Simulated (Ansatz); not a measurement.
# The boron atom (doublet): density functionals in 6-31G*, part 1 of 2

Aim: run the boron atom (doublet) with a set of functionals in one basis and compare levels, spin and time.

Program: Ansatz 0.2.0, Gaussian basis. Level of theory: 6-31G*, all electrons in the functionals, frozen cores in the correlation of double hybrids and RPA. These are calculated values, not measurements.

To be run: SPW92, PBE, BLYP, revPBE, r2SCAN, B97M-V, PBE0, B3LYP, r2SCANh, r2SCAN0, BHLYP, CAM-B3LYP, wB97X-V, wB97M-V, HSE06, B2PLYP, PBE-QIDH, RPA-PBE.

## 1. The atom

A free atom, in its lowest state of this spin that the program finds.

1 atom, charge 0, spin multiplicity 2.

No dispersion term is added; B97M-V, wB97X-V, wB97M-V hold VV10 nonlocal correlation. B3LYP takes the VWN-RPA correlation. HSE06 is the plane-wave form.

## 2. SPW92 (unrestricted)

in.yaml

```yaml
crystal:
  periodic: [false, false, false]
  atoms:
    - {symbol: B, position_ang: [0.000000, 0.000000, 0.000000]}
basis:
  gaussian: {orbitals: "6-31G*"}
magnetization: {spin_polarized: true, initial_magnetization: 1}
hamiltonian: {xc: {name: SPW92}}
```

Started as:

```console
$ ansatz run in.yaml --threads 1 --pin off --events-out ev --progress --plain --max-ram 2393MiB
```

The program printed:

```text
Functional definition: SPW92
  name "SPW92"
  cite "Dirac, Proc. Camb. Phil. Soc. 26, 376 (1930) doi:10.1017/S0305004100016108"
  cite "Slater, Phys. Rev. 81, 385 (1951) doi:10.1103/PhysRev.81.385"
  cite "Perdew & Wang, Phys. Rev. B 45, 13244 (1992) doi:10.1103/PhysRevB.45.13244"
  exchange = slater_x
  correlation = pw_c
132 factors; their error is unknown
mean field evaluation 1: about -662.3886 eV, gradient 2.2e0 eV
mean field evaluation 2: about -662.4181 eV, gradient 6.3e-1 eV
mean field evaluation 4: about -662.4212 eV, gradient 4.2e-3 eV
mean field evaluation 8: about -662.4041 eV, gradient 3.0e-4 eV
mean field evaluation 16: about -662.4041 eV, gradient 5.3e-4 eV
mean field evaluation 32: about -662.4041 eV, gradient 3.9e-6 eV
mean field -662.40411413 eV, -24.3429022007 hartree, gradient 9.1e-6 eV, S^2 0.750789; 3 other end points of the search recorded, 0 dependent functions left out
reference -662.40412977 eV, -24.3429027756 hartree; 3, 2 occupied and 12, 13 virtual orbitals, 132 factors
Total energy: -662.40412977 eV, -24.3429027756 hartree
```

It took 0.09 s on 1 thread of Intel Xeon 6975P-C, shared host.

From the report: ⟨S²⟩ of the determinant 0.751 (pure doublet: 0.75).

## 3. PBE (unrestricted)

Edit in.yaml of step 2 so:

```diff
@@ -7,2 +7,3 @@
 magnetization: {spin_polarized: true, initial_magnetization: 1}
-hamiltonian: {xc: {name: SPW92}}
+hamiltonian: {xc: {name: PBE}}
+output: {orbitals: {seedname: orbitals}}
```

Launched as before.

The program printed:

```text
Functional definition: PBE
  name "PBE"
  cite "Perdew, Burke & Ernzerhof, Phys. Rev. Lett. 77, 3865 (1996) doi:10.1103/PhysRevLett.77.3865"
  parent pbe
  parameter kappa = 0.804
  parameter beta = 0.06672455060314922
  exchange = pbe_x(kappa = kappa, mu = beta*pi^2/3)
  correlation = pbe_c(beta = beta)
132 factors; their error is unknown
mean field evaluation 1: about -669.3957 eV, gradient 2.6e0 eV
mean field evaluation 2: about -669.4403 eV, gradient 6.2e-1 eV
mean field evaluation 4: about -669.4433 eV, gradient 4.8e-3 eV
mean field evaluation 8: about -669.4257 eV, gradient 2.9e-4 eV
mean field evaluation 16: about -669.4257 eV, gradient 4.1e-4 eV
mean field evaluation 32: about -669.4257 eV, gradient 4.7e-6 eV
mean field -669.42569915 eV, -24.6009406906 hartree, gradient 6.0e-6 eV, S^2 0.751462; 3 other end points of the search recorded, 0 dependent functions left out
reference -669.42571730 eV, -24.6009413578 hartree; 3, 2 occupied and 12, 13 virtual orbitals, 132 factors
Total energy: -669.42571730 eV, -24.6009413578 hartree
```

Wall time 0.15 s (1 thread of Intel Xeon 6975P-C, shared host).

From the report: ⟨S²⟩ of the determinant 0.751 (pure doublet: 0.75).

## 4. BLYP (unrestricted)

Edit in.yaml of step 3 so:

```diff
@@ -7,3 +7,2 @@
 magnetization: {spin_polarized: true, initial_magnetization: 1}
-hamiltonian: {xc: {name: PBE}}
-output: {orbitals: {seedname: orbitals}}
+hamiltonian: {xc: {name: BLYP}}
```

Same command.

The program printed:

```text
Functional definition: BLYP
  name "BLYP"
  cite "Becke, Phys. Rev. A 38, 3098 (1988) doi:10.1103/PhysRevA.38.3098"
  cite "Lee, Yang & Parr, Phys. Rev. B 37, 785 (1988) doi:10.1103/PhysRevB.37.785"
  parameter beta = 0.0042
  parameter a = 0.04918
  parameter b = 0.132
  parameter c = 0.2533
  parameter d = 0.349
  exchange = b88_x(beta = beta)
  correlation = lyp_c(a = a, b = b, c = c, d = d)
132 factors; their error is unknown
mean field evaluation 1: about -670.4897 eV, gradient 2.7e0 eV
mean field evaluation 2: about -670.5355 eV, gradient 7.9e-1 eV
mean field evaluation 4: about -670.5404 eV, gradient 5.4e-3 eV
mean field evaluation 8: about -670.5231 eV, gradient 3.3e-4 eV
mean field evaluation 16: about -670.5231 eV, gradient 3.6e-5 eV
mean field evaluation 32: about -670.5231 eV, gradient 1.9e-5 eV
mean field -670.52308407 eV, -24.6412688429 hartree, gradient 1.4e-5 eV, S^2 0.751462; 7 other end points of the search recorded, 0 dependent functions left out
reference -670.52326033 eV, -24.6412753201 hartree; 3, 2 occupied and 12, 13 virtual orbitals, 132 factors
Total energy: -670.52326033 eV, -24.6412753201 hartree
```

It took 0.18 s on 1 thread of Intel Xeon 6975P-C, shared host.

From the report: ⟨S²⟩ of the determinant 0.751 (pure doublet: 0.75).

## 5. revPBE (unrestricted)

Edit in.yaml of step 4 so:

```diff
@@ -7,2 +7,2 @@
 magnetization: {spin_polarized: true, initial_magnetization: 1}
-hamiltonian: {xc: {name: BLYP}}
+hamiltonian: {xc: {name: revPBE}}
```

The command is unchanged.

The program printed:

```text
Functional definition: revPBE
  name "revPBE"
  cite "Zhang & Yang, Phys. Rev. Lett. 80, 890 (1998) doi:10.1103/PhysRevLett.80.890"
  cite "Perdew, Burke & Ernzerhof, Phys. Rev. Lett. 77, 3865 (1996) doi:10.1103/PhysRevLett.77.3865"
  parameter kappa = 1.245
  parameter beta = 0.06672455060314922
  exchange = pbe_x(kappa = kappa, mu = beta*pi^2/3)
  correlation = pbe_c(beta = beta)
132 factors; their error is unknown
mean field evaluation 1: about -670.5624 eV, gradient 2.6e0 eV
mean field evaluation 2: about -670.6058 eV, gradient 5.6e-1 eV
mean field evaluation 4: about -670.6082 eV, gradient 4.1e-3 eV
mean field evaluation 8: about -670.5902 eV, gradient 3.0e-4 eV
mean field evaluation 16: about -670.5902 eV, gradient 4.3e-4 eV
mean field evaluation 32: about -670.5902 eV, gradient 5.0e-6 eV
mean field -670.59024475 eV, -24.6437369521 hartree, gradient 5.5e-6 eV, S^2 0.751567; 3 other end points of the search recorded, 0 dependent functions left out
reference -670.59026732 eV, -24.6437377817 hartree; 3, 2 occupied and 12, 13 virtual orbitals, 132 factors
Total energy: -670.59026732 eV, -24.6437377817 hartree
```

Run time: 0.18 s. Hardware: 1 thread of Intel Xeon 6975P-C, shared host.

From the report: ⟨S²⟩ of the determinant 0.752 (pure doublet: 0.75).

## 6. r2SCAN (unrestricted)

Edit in.yaml of step 5 so:

```diff
@@ -7,2 +7,2 @@
 magnetization: {spin_polarized: true, initial_magnetization: 1}
-hamiltonian: {xc: {name: revPBE}}
+hamiltonian: {xc: {name: r2SCAN}}
```

The command is unchanged.

The program printed:

```text
Functional definition: r2SCAN
  name "r2SCAN"
  cite "Furness, Kaplan, Ning, Perdew & Sun, J. Phys. Chem. Lett. 11, 8208 (2020) doi:10.1021/acs.jpclett.0c02405"
  cite "Furness, Kaplan, Ning, Perdew & Sun, J. Phys. Chem. Lett. 11, 9248 (2020) doi:10.1021/acs.jpclett.0c03077"
  parent r2scan
  parameter k0 = 0.174
  parameter k1 = 0.065
  parameter a1 = 4.9479
  exchange = r2scan_x(k0 = k0, k1 = k1, a1 = a1)
  correlation = r2scan_c
132 factors; their error is unknown
mean field evaluation 1: about -670.0956 eV, gradient 3.2e0 eV
mean field evaluation 2: about -670.1542 eV, gradient 5.5e-1 eV
mean field evaluation 4: about -670.1381 eV, gradient 1.6e-1 eV
mean field evaluation 8: about -670.1383 eV, gradient 3.1e-4 eV
mean field evaluation 16: about -670.1383 eV, gradient 2.7e-5 eV
mean field evaluation 32: about -670.1572 eV, gradient 1.1e-1 eV
mean field evaluation 64: about -670.0797 eV, gradient 7.3e-1 eV
mean field evaluation 96: about -670.1382 eV, gradient 7.0e-2 eV
mean field -670.13825513 eV, -24.6271266401 hartree, gradient 9.2e-6 eV, S^2 0.753164; 17 other end points of the search recorded, 0 dependent functions left out
reference -670.13826103 eV, -24.6271268567 hartree; 3, 2 occupied and 12, 13 virtual orbitals, 132 factors
Total energy: -670.13826103 eV, -24.6271268567 hartree
```

Wall time 0.69 s (1 thread of Intel Xeon 6975P-C, shared host).

From the report: ⟨S²⟩ of the determinant 0.753 (pure doublet: 0.75).

## 7. B97M-V (unrestricted)

Edit in.yaml of step 6 so:

```diff
@@ -7,2 +7,2 @@
 magnetization: {spin_polarized: true, initial_magnetization: 1}
-hamiltonian: {xc: {name: r2SCAN}}
+hamiltonian: {xc: {name: B97M-V}}
```

Same command.

The program printed:

```text
Functional definition: B97M-V
  name "B97M-V"
  cite "Mardirossian & Head-Gordon, J. Chem. Phys. 142, 074111 (2015) doi:10.1063/1.4907719"
  cite "Becke, J. Chem. Phys. 107, 8554 (1997) doi:10.1063/1.475007"
  cite "Vydrov & Van Voorhis, J. Chem. Phys. 133, 244103 (2010) doi:10.1063/1.3521275"
  # Of w^i u^j: cxij and so on, Table III.
  parameter cx00 = 1.000
  parameter cx01 = 1.308
  parameter cx02 = 1.901
  parameter cx10 = 0.416
  parameter cx11 = 3.070
  parameter css00 = 1.000
  parameter css02 = -1.855
  parameter css10 = -5.668
  parameter css32 = -20.497
  parameter css42 = -20.364
  parameter cos00 = 1.000
  parameter cos01 = 1.573
  parameter cos03 = -6.298
  parameter cos10 = 2.535
  parameter cos32 = -6.427
  parameter b = 6.0
  parameter c = 0.01
  gx(w, u) = cx00 + cx01*u + cx02*u^2 + (cx10 + cx11*u)*w
  gss(w, u) = css00 + css02*u^2 + css10*w + (css32*w^3 + css42*w^4)*u^2
  gos(w, u) = cos00 + cos01*u + cos03*u^3 + cos10*w + cos32*w^3*u^2
  exchange = spin_sum(e_x_unif_s*gx(b97_w, b97_u_x))
  correlation = spin_sum(e_c_pw_mod_same_spin*gss(b97_w, b97_u_same))
      + integral(e_c_pw_mod_opposite_spin*gos(b97_w_opposite, b97_u_opposite)) + vv10(b, c)
132 factors; their error is unknown
mean field evaluation 1: about -670.8889 eV, gradient 2.8e0 eV
mean field evaluation 2: about -670.9210 eV, gradient 3.3e-1 eV
mean field evaluation 4: about -670.9219 eV, gradient 8.6e-3 eV
mean field evaluation 8: about -670.9037 eV, gradient 9.7e-4 eV
mean field evaluation 16: about -670.9037 eV, gradient 5.3e-4 eV
mean field -670.90367556 eV, -24.6552553220 hartree, gradient 5.3e-5 eV, S^2 0.751320; 2 other end points of the search recorded, 0 dependent functions left out
reference -670.90370214 eV, -24.6552562988 hartree; 3, 2 occupied and 12, 13 virtual orbitals, 132 factors
Total energy: -670.90370214 eV, -24.6552562988 hartree
```

Wall time 0.36 s (1 thread of Intel Xeon 6975P-C, shared host).

From the report: ⟨S²⟩ of the determinant 0.751 (pure doublet: 0.75).

## 8. PBE0 (unrestricted)

Edit in.yaml of step 7 so:

```diff
@@ -7,2 +7,3 @@
 magnetization: {spin_polarized: true, initial_magnetization: 1}
-hamiltonian: {xc: {name: B97M-V}}
+hamiltonian: {xc: {name: PBE0}}
+output: {orbitals: {seedname: orbitals}}
```

The command is unchanged.

The program printed:

```text
Functional definition: PBE0
  name "PBE0"
  cite "Adamo & Barone, J. Chem. Phys. 110, 6158 (1999) doi:10.1063/1.478522"
  cite "Perdew, Burke & Ernzerhof, Phys. Rev. Lett. 77, 3865 (1996) doi:10.1103/PhysRevLett.77.3865"
  parent pbe
  parameter a = 0.25
  parameter kappa = 0.804
  parameter beta = 0.06672455060314922
  exchange = (1 - a)*pbe_x(kappa = kappa, mu = beta*pi^2/3) + a*exact_x
  correlation = pbe_c(beta = beta)
132 factors; their error is unknown
mean field evaluation 1: about -669.6246 eV, gradient 2.5e0 eV
mean field evaluation 2: about -669.6709 eV, gradient 4.6e-1 eV
mean field evaluation 4: about -669.6612 eV, gradient 8.0e-2 eV
mean field evaluation 8: about -669.6612 eV, gradient 3.8e-5 eV
mean field -669.66117997 eV, -24.6095944514 hartree, gradient 3.7e-5 eV, S^2 0.751742; 0 other end points of the search recorded, 0 dependent functions left out
reference -669.66119357 eV, -24.6095949512 hartree; 3, 2 occupied and 12, 13 virtual orbitals, 132 factors
Total energy: -669.66119357 eV, -24.6095949512 hartree
```

Run time: 0.09 s. Hardware: 1 thread of Intel Xeon 6975P-C, shared host.

From the report: ⟨S²⟩ of the determinant 0.752 (pure doublet: 0.75).

## 9. B3LYP (unrestricted)

Edit in.yaml of step 8 so:

```diff
@@ -7,3 +7,2 @@
 magnetization: {spin_polarized: true, initial_magnetization: 1}
-hamiltonian: {xc: {name: PBE0}}
-output: {orbitals: {seedname: orbitals}}
+hamiltonian: {xc: {name: B3LYP}}
```

Same command.

The program printed:

```text
Functional definition: B3LYP
  name "B3LYP"
  cite "Stephens, Devlin, Chabalowski & Frisch, J. Phys. Chem. 98, 11623 (1994) doi:10.1021/j100096a001"
  cite "Becke, Phys. Rev. A 38, 3098 (1988) doi:10.1103/PhysRevA.38.3098"
  cite "Lee, Yang & Parr, Phys. Rev. B 37, 785 (1988) doi:10.1103/PhysRevB.37.785"
  cite "Vosko, Wilk & Nusair, Can. J. Phys. 58, 1200 (1980) doi:10.1139/p80-159"
  parameter a0 = 0.2
  parameter ax = 0.72
  parameter ac = 0.81
  exchange = (1 - a0 - ax)*slater_x + ax*b88_x + a0*exact_x
  correlation = (1 - ac)*vwn_rpa_c + ac*lyp_c
132 factors; their error is unknown
mean field evaluation 1: about -670.8479 eV, gradient 2.4e0 eV
mean field evaluation 2: about -670.8900 eV, gradient 4.1e-1 eV
mean field evaluation 4: about -670.8789 eV, gradient 1.2e-1 eV
mean field evaluation 8: about -670.8790 eV, gradient 2.4e-5 eV
mean field -670.87901754 eV, -24.6543491564 hartree, gradient 2.4e-5 eV, S^2 0.751611; 0 other end points of the search recorded, 0 dependent functions left out
reference -670.87914796 eV, -24.6543539493 hartree; 3, 2 occupied and 12, 13 virtual orbitals, 132 factors
Total energy: -670.87914796 eV, -24.6543539493 hartree
```

It took 0.09 s on 1 thread of Intel Xeon 6975P-C, shared host.

From the report: ⟨S²⟩ of the determinant 0.752 (pure doublet: 0.75).

## 10. r2SCANh (unrestricted)

Edit in.yaml of step 9 so:

```diff
@@ -7,2 +7,2 @@
 magnetization: {spin_polarized: true, initial_magnetization: 1}
-hamiltonian: {xc: {name: B3LYP}}
+hamiltonian: {xc: {name: r2SCANh}}
```

Launched as before.

The program printed:

```text
Functional definition: r2SCANh
  name "r2SCANh"
  cite "Bursch, Neugebauer, Ehlert & Grimme, J. Chem. Phys. 156, 134105 (2022) doi:10.1063/5.0086040"
  cite "Furness, Kaplan, Ning, Perdew & Sun, J. Phys. Chem. Lett. 11, 8208 (2020) doi:10.1021/acs.jpclett.0c02405"
  cite "Furness, Kaplan, Ning, Perdew & Sun, J. Phys. Chem. Lett. 11, 9248 (2020) doi:10.1021/acs.jpclett.0c03077"
  parent r2scan
  parameter a = 0.1
  parameter k0 = 0.174
  parameter k1 = 0.065
  parameter a1 = 4.9479
  exchange = (1 - a)*r2scan_x(k0 = k0, k1 = k1, a1 = a1) + a*exact_x
  correlation = r2scan_c
132 factors; their error is unknown
mean field evaluation 1: about -670.1152 eV, gradient 3.2e0 eV
mean field evaluation 2: about -670.1771 eV, gradient 5.9e-1 eV
mean field evaluation 4: about -670.1641 eV, gradient 1.4e-1 eV
mean field evaluation 8: about -670.1641 eV, gradient 3.1e-4 eV
mean field -670.16411688 eV, -24.6280770417 hartree, gradient 2.4e-5 eV, S^2 0.753152; 1 other end points of the search recorded, 0 dependent functions left out
reference -670.16412225 eV, -24.6280772391 hartree; 3, 2 occupied and 12, 13 virtual orbitals, 132 factors
Total energy: -670.16412225 eV, -24.6280772391 hartree
```

Run time: 0.27 s. Hardware: 1 thread of Intel Xeon 6975P-C, shared host.

From the report: ⟨S²⟩ of the determinant 0.753 (pure doublet: 0.75).

## 11. r2SCAN0 (unrestricted)

Edit in.yaml of step 10 so:

```diff
@@ -7,2 +7,2 @@
 magnetization: {spin_polarized: true, initial_magnetization: 1}
-hamiltonian: {xc: {name: r2SCANh}}
+hamiltonian: {xc: {name: r2SCAN0}}
```

Launched as before.

The program printed:

```text
Functional definition: r2SCAN0
  name "r2SCAN0"
  cite "Bursch, Neugebauer, Ehlert & Grimme, J. Chem. Phys. 156, 134105 (2022) doi:10.1063/5.0086040"
  cite "Furness, Kaplan, Ning, Perdew & Sun, J. Phys. Chem. Lett. 11, 8208 (2020) doi:10.1021/acs.jpclett.0c02405"
  cite "Furness, Kaplan, Ning, Perdew & Sun, J. Phys. Chem. Lett. 11, 9248 (2020) doi:10.1021/acs.jpclett.0c03077"
  parent r2scan
  parameter a = 0.25
  parameter k0 = 0.174
  parameter k1 = 0.065
  parameter a1 = 4.9479
  exchange = (1 - a)*r2scan_x(k0 = k0, k1 = k1, a1 = a1) + a*exact_x
  correlation = r2scan_c
132 factors; their error is unknown
mean field evaluation 1: about -670.1382 eV, gradient 3.2e0 eV
mean field evaluation 2: about -670.2113 eV, gradient 7.0e-1 eV
mean field evaluation 4: about -670.2034 eV, gradient 1.3e-1 eV
mean field evaluation 8: about -670.2035 eV, gradient 1.6e-4 eV
mean field -670.20349037 eV, -24.6295239910 hartree, gradient 2.4e-5 eV, S^2 0.753136; 1 other end points of the search recorded, 0 dependent functions left out
reference -670.20349497 eV, -24.6295241600 hartree; 3, 2 occupied and 12, 13 virtual orbitals, 132 factors
Total energy: -670.20349497 eV, -24.6295241600 hartree
```

Wall time 0.24 s (1 thread of Intel Xeon 6975P-C, shared host).

From the report: ⟨S²⟩ of the determinant 0.753 (pure doublet: 0.75).

## 12. BHLYP (unrestricted)

Edit in.yaml of step 11 so:

```diff
@@ -7,2 +7,2 @@
 magnetization: {spin_polarized: true, initial_magnetization: 1}
-hamiltonian: {xc: {name: r2SCAN0}}
+hamiltonian: {xc: {name: BHLYP}}
```

Launched as before.

The program printed:

```text
Functional definition: BHLYP
  name "BHLYP"
  cite "Becke, J. Chem. Phys. 98, 1372 (1993) doi:10.1063/1.464304"
  cite "Becke, Phys. Rev. A 38, 3098 (1988) doi:10.1103/PhysRevA.38.3098"
  cite "Lee, Yang & Parr, Phys. Rev. B 37, 785 (1988) doi:10.1103/PhysRevB.37.785"
  parameter a = 0.5
  exchange = (1 - a)*b88_x + a*exact_x
  correlation = lyp_c
149 factors; their error is unknown
mean field evaluation 1: about -670.5236 eV, gradient 3.0e0 eV
mean field evaluation 2: about -670.6061 eV, gradient 7.4e-1 eV
mean field evaluation 4: about -670.6069 eV, gradient 8.4e-2 eV
mean field evaluation 8: about -670.6069 eV, gradient 1.1e-4 eV
mean field -670.60692369 eV, -24.6443498918 hartree, gradient 8.3e-6 eV, S^2 0.752070; 0 other end points of the search recorded, 0 dependent functions left out
reference -670.60701213 eV, -24.6443531419 hartree; 3, 2 occupied and 12, 13 virtual orbitals, 149 factors
Total energy: -670.60701213 eV, -24.6443531419 hartree
```

It took 0.09 s on 1 thread of Intel Xeon 6975P-C, shared host.

From the report: ⟨S²⟩ of the determinant 0.752 (pure doublet: 0.75).

## 13. CAM-B3LYP (unrestricted)

Edit in.yaml of step 12 so:

```diff
@@ -7,2 +7,2 @@
 magnetization: {spin_polarized: true, initial_magnetization: 1}
-hamiltonian: {xc: {name: BHLYP}}
+hamiltonian: {xc: {name: CAM-B3LYP}}
```

Same command.

The program printed:

```text
Functional definition: CAM-B3LYP
  name "CAM-B3LYP"
  cite "Yanai, Tew & Handy, Chem. Phys. Lett. 393, 51 (2004) doi:10.1016/j.cplett.2004.06.011"
  cite "Iikura, Tsuneda, Yanai & Hirao, J. Chem. Phys. 115, 3540 (2001) doi:10.1063/1.1383587"
  cite "Becke, Phys. Rev. A 38, 3098 (1988) doi:10.1103/PhysRevA.38.3098"
  cite "Lee, Yang & Parr, Phys. Rev. B 37, 785 (1988) doi:10.1103/PhysRevB.37.785"
  cite "Vosko, Wilk & Nusair, Can. J. Phys. 58, 1200 (1980) doi:10.1139/p80-159"
  parameter alpha = 0.19
  parameter beta = 0.46
  parameter omega = 0.33/bohr
  parameter ac = 0.81
  # Exact exchange under (alpha + beta erf(omega r))/r, Becke's under what is left of 1/r.
  exchange = (1 - alpha - beta)*b88_x + beta*b88_x_sr(omega) + alpha*exact_x + beta*exact_x_lr(omega)
  correlation = (1 - ac)*vwn5_c + ac*lyp_c
132 factors; their error is unknown
30 factors; integrals over basis functions are off by at most 1.1e-4 eV
mean field evaluation 1: about -670.1970 eV, gradient 2.5e0 eV
mean field evaluation 2: about -670.2512 eV, gradient 6.0e-1 eV
mean field evaluation 4: about -670.2423 eV, gradient 7.9e-2 eV
mean field evaluation 8: about -670.2423 eV, gradient 8.5e-5 eV
mean field -670.24229962 eV, -24.6309502045 hartree, gradient 7.0e-6 eV, S^2 0.751599; 0 other end points of the search recorded, 0 dependent functions left out
reference -670.24236281 eV, -24.6309525266 hartree; 3, 2 occupied and 12, 13 virtual orbitals, 132 factors
Total energy: -670.24236281 eV, -24.6309525266 hartree
```

It took 0.12 s on 1 thread of Intel Xeon 6975P-C, shared host.

From the report: ⟨S²⟩ of the determinant 0.752 (pure doublet: 0.75).

## 14. wB97X-V (unrestricted)

Edit in.yaml of step 13 so:

```diff
@@ -7,2 +7,2 @@
 magnetization: {spin_polarized: true, initial_magnetization: 1}
-hamiltonian: {xc: {name: CAM-B3LYP}}
+hamiltonian: {xc: {name: wB97X-V}}
```

Same command.

The program printed:

```text
Functional definition: wB97X-V
  name "wB97X-V"
  cite "Mardirossian & Head-Gordon, Phys. Chem. Chem. Phys. 16, 9904 (2014) doi:10.1039/C3CP54374A"
  cite "Becke, J. Chem. Phys. 107, 8554 (1997) doi:10.1063/1.475007"
  cite "Vydrov & Van Voorhis, J. Chem. Phys. 133, 244103 (2010) doi:10.1063/1.3521275"
  parameter omega = 0.3/bohr
  parameter cx = 0.167
  parameter cx1 = 0.603
  parameter cx2 = 1.194
  parameter css0 = 0.556
  parameter css1 = -0.257
  parameter cos0 = 1.219
  parameter cos1 = -1.850
  parameter b = 6.0
  parameter c = 0.01
  exchange = spin_sum(e_x_unif_sr(omega)*poly(b97_u_x, 1 - cx, cx1, cx2)) + cx*exact_x_sr(omega) + exact_x_lr(omega)
  correlation = spin_sum(e_c_pw_same_spin*poly(b97_u_same, css0, css1))
      + integral(e_c_pw_opposite_spin*poly(b97_u_opposite, cos0, cos1)) + vv10(b, c)
132 factors; their error is unknown
27 factors; integrals over basis functions are off by at most 8.6e-5 eV
mean field evaluation 1: about -670.5586 eV, gradient 2.6e0 eV
mean field evaluation 2: about -670.6209 eV, gradient 7.4e-1 eV
mean field evaluation 4: about -670.6136 eV, gradient 1.0e-1 eV
mean field evaluation 8: about -670.6137 eV, gradient 5.1e-4 eV
mean field -670.61372226 eV, -24.6445997349 hartree, gradient 4.2e-5 eV, S^2 0.751475; 0 other end points of the search recorded, 0 dependent functions left out
reference -670.61372217 eV, -24.6445997314 hartree; 3, 2 occupied and 12, 13 virtual orbitals, 132 factors
Total energy: -670.61372217 eV, -24.6445997314 hartree
```

It took 0.21 s on 1 thread of Intel Xeon 6975P-C, shared host.

From the report: ⟨S²⟩ of the determinant 0.751 (pure doublet: 0.75).

(Continued in part 2 of 2.)
